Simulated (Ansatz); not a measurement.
System: HO, charge 0, doublet. HO (SMILES [OH], doublet).
B3LYP-D3(BJ)/def2-TZVP minimum from Ansatz (a program for electronic structure):
```
O
H 1 0.9767
```
Charge 0, spin multiplicity 2.

Total energies in cc-pV5Z, 7 correlated electrons, 1 frozen orbitals. Open shells are spin-unrestricted; no spin-orbit coupling. Cores are frozen in correlated methods. No relativity.

| method | program | energy (Eh) | minus CCSDT(Q) (mEh) |
|---|---|---|---|
| HF | Ansatz | -75.42742 | 242.65 |
| MP2 | Ansatz | -75.65276 | 17.31 |
| CCSD | Ansatz | -75.66294 | 7.13 |
| CCSD(T) | Ansatz | -75.66958 | 0.50 |
| CCSDT(Q) | Ansatz | -75.67007 | 0.00 |

Rough core times of Ansatz's runs on a shared machine: CCSD(T) 50 s, CCSDT(Q) 50 min.
